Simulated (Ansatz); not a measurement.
Input for Ansatz (development build ahead of 0.2.0):

```yaml
crystal:
  periodic: [false, false, false]
  atoms:
    - { symbol: F, position_ang: [0.0, 0.0, 0.0] }
    - { symbol: F, position_ang: [0.0, 0.0, 1.62] }
basis:
  gaussian: { orbitals: def2-SVP }
total_charge: 1
magnetization:
  spin_polarized: true
  initial_magnetization: 1
hamiltonian:
  xc: hf
correlation:
  method: mp2
  frozen_orbitals: { F: 1 }
output:
  forces: true
```

The input is written out in the form of the current development build from the run's settings.

The run gave:

```
Converged                       : yes
Reference energy                : -197.97415 hartree
Correlation energy              : -0.26707 hartree
Total energy                    : -198.24123 hartree
Spin squared of the determinant : 1.647
Stability test                  : minimum
```

Forces (eV/Å):
```
atom     Fx     Fy      Fz
  F1  0.000  0.000  -0.349
  F2  0.000  0.000   0.349
```

Caution: bonds are stretched, where a single reference can fail; the unrestricted determinant is a mixture of spin states; forces differ strongly between restricted and unrestricted references; the charge can sit on one fragment and break the point group.
